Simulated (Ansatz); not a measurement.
# One elementary step

Start structure (Si$_{2}$H$_{8}$O, singlet), relaxed at PBE0-D4/def2-TZVP:

Si1  (-0.279, -0.794, -0.931)
H2  (0.657, -0.015, -1.785)
H3  (-0.403, -2.153, -1.532)
H4  (-1.626, -0.165, -0.976)
Si5  (0.509, -1.020, 1.258)
H6  (0.337, 2.602, -0.856)
O7  (-0.165, 2.324, -0.086)
H8  (0.633, 0.284, 1.955)
H9  (-0.423, -1.894, 2.023)
H10  (1.841, -1.686, 1.231)
H11  (-1.080, 2.517, -0.301)
(Å)

The step: Si₂H₆ ([SiH3][SiH3]) + H₂O → Si₂H₆O ([OH][SiH2][SiH3]) + H₂; bonds formed: Si1–O7, H2–H6; bonds broken: Si1–H2, H6–O7. Ansatz 0.2.0; basis: def2-TZVPP and def2-QZVPP; cores frozen in the correlated methods. Extrapolation: Hartree–Fock as exp(−7.88 √X), correlation as X^−2.97. Energies below are by CCSD(T) at an estimated basis limit (MP2 extrapolated from triple and quadruple zeta, plus CCSD(T) − MP2 in triple zeta).

Q: What are the electronic barrier and the energy of the step, from the start structure to the end structure? (To be estimated.)

A: The calculation gives: Barrier 41.51 kcal/mol; step energy -12.16 kcal/mol (downhill); reverse barrier, their difference, 53.67 kcal/mol. Barrier and step energy count from the start structure, the reverse barrier from the end structure.

The saddle point: One imaginary mode of 1157i cm⁻¹.
```tsv
pair	start (Å)	saddle (Å)	end (Å)
Si1–O7	3.23	1.87	1.66
H2–H6	2.80	1.17	0.75
Si1–H2	1.49	1.78	4.29
H6–O7	0.96	1.11	2.59
```

Zero-point energy (harmonic, PBE0-D4): ZPE is 44.95 kcal/mol at the start and 43.58 kcal/mol at the saddle, so the barrier goes from 41.51 to 40.14 kcal/mol.

No T1 diagnostic of these runs exceeds 0.014. The start structure is not quite a true minimum (one mode of 35i cm⁻¹).

Labels in which every atom is bracketed show which atoms are joined, not bond orders.

For scale, one of the runs: CCSD(T)/def2-TZVPP, 227 basis functions, launched by `ansatz run in.yaml --threads 4 --pin off --events-out ev --progress --plain --max-ram 9574MiB`. Time: 99 s of wall clock on 4 CPU threads of an Intel Xeon; the host was shared. Peak host memory: 3.5 GiB.
